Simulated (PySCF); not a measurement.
Gas-phase reaction: 2 H2SiO + 2 SiH3 = i-Si4H10 + O2

Energies from PySCF, thermal terms from the rigid-rotor harmonic-oscillator model, ideal gas at 1 bar. † marks an energy on the PBE0/def2-TZVP geometry and frequencies; other levels use their own. MP2 and CCSD(T) freeze the core. Open shells (unrestricted): SiH3 (multiplicity 2), O2 (multiplicity 3); the rest are closed-shell singlets. H2SiO: computed as isolated molecules; such fragments, hydroxides, amides, oligomers or adducts are transient or little studied in the gas. MP2 isn't extrapolated to the basis-set limit; its ΔH°(298 K) is -77.0 kJ in def2-SVP and -10.2 kJ in def2-TZVPP. CCSD(T) isn't extrapolated to the basis-set limit. The harmonic model lacks anharmonicity and excited electronic states, which grow with temperature; levels with a mode under 35 cm⁻¹ are left out. Internal rotation in i-Si4H10 is treated as a harmonic vibration of one conformer, which makes the entropy rough. Warning, large T1 diagnostic: H2SiO (CCSD(T)/def2-SVP†).

```csv
level,"ΔE electronic, kJ","ΔH°(298 K), kJ","ΔS°(298 K), J/K","ΔG°(1000 K), kJ"
CCSD(T)/def2-SVP†,-129,-111,-290,164
MP2/def2-SVP†,-94,-77,-290,199
MP2/def2-TZVPP†,-28,-10,-290,266
PBE/def2-SVP,-179,-161,-291,115
r2SCAN/def2-TZVP†,-105,-88,-290,188
LDA/def2-TZVP†,-157,-140,-290,136
ωB97M-V/def2-TZVP†,-93,-76,-290,200
ωB97X-V/def2-TZVP†,-141,-124,-290,152
```
ΔH° is lowest at PBE/def2-SVP and highest at MP2/def2-TZVPP†. No reference value is set beside these.
